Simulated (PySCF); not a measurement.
**Relative stability**

The two ends of one reaction step of SiH₄O₂, closed shell (PBE0-D4/def2-TZVP).

A:

```xyz
7
angstrom
Si -0.2405 -0.2200 0.7875
O 0.4786 0.5639 -0.8578
O 0.4939 -1.5585 0.6340
H 0.9721 -0.2640 -1.0413
H -1.6855 -0.0349 0.4568
H 0.1756 0.8403 1.7421
H -0.1557 0.7027 -1.5730
```

B:

```json
{"atom": "Si1", "x (Å)": "-0.0967", "y (Å)": "0.0245", "z (Å)": "0.4321"}
{"atom": "O2", "x (Å)": "-0.1884", "y (Å)": "1.3415", "z (Å)": "-0.5436"}
{"atom": "O3", "x (Å)": "0.3662", "y (Å)": "-1.3404", "z (Å)": "-0.3538"}
{"atom": "H4", "x (Å)": "1.2563", "y (Å)": "-1.3727", "z (Å)": "-0.7071"}
{"atom": "H5", "x (Å)": "-1.4198", "y (Å)": "-0.3233", "z (Å)": "0.9989"}
{"atom": "H6", "x (Å)": "0.8883", "y (Å)": "0.4166", "z (Å)": "1.4666"}
{"atom": "H7", "x (Å)": "-0.8535", "y (Å)": "1.3393", "z (Å)": "-1.2335"}
```

PySCF 2.14 with density fitting (its default auxiliary sets; JK sets also for MP2 and CCSD(T)); basis: def2-TZVPP; cores frozen in the correlated methods. B3LYP uses VWN-RPA correlation.

Problem. Which structure is lower at CCSD(T), and by how much? (An estimate is asked for; the value comes from the calculation.)

Solution. By the calculation: B, by 2.263 eV (electronic energy, against the other). By their contacts, A is SiH₄O₂ ([O][SiH2][OH2]) and B is SiH₄O₂ ([OH][SiH2][OH]).

All methods give the same order:

```json
{"method": "SPW92", "E(B) − E(A) (eV)": "-2.064"}
{"method": "PBE-D4", "E(B) − E(A) (eV)": "-2.033"}
{"method": "r2SCAN-D4", "E(B) − E(A) (eV)": "-2.198"}
{"method": "PBE0-D4", "E(B) − E(A) (eV)": "-2.226"}
{"method": "B3LYP-D4", "E(B) − E(A) (eV)": "-2.204"}
{"method": "BHLYP-D4", "E(B) − E(A) (eV)": "-2.403"}
{"method": "wB97M-V", "E(B) − E(A) (eV)": "-2.227"}
{"method": "HF", "E(B) − E(A) (eV)": "-2.615"}
{"method": "MP2", "E(B) − E(A) (eV)": "-2.230"}
{"method": "CCSD", "E(B) − E(A) (eV)": "-2.335"}
{"method": "CCSD(T)", "E(B) − E(A) (eV)": "-2.263"}
```

No T1 diagnostic of these runs exceeds 0.016.

Labels in which every atom is bracketed show which atoms are joined, not bond orders.

For scale, one of the runs: CCSD(T)/def2-TZVPP, 160 basis functions, launched by `OMP_NUM_THREADS=4 python run.py`. The run took 40 s on 4 CPU threads of an AMD EPYC 9B45 (shared host), with 1.2 GiB of host memory at its peak.
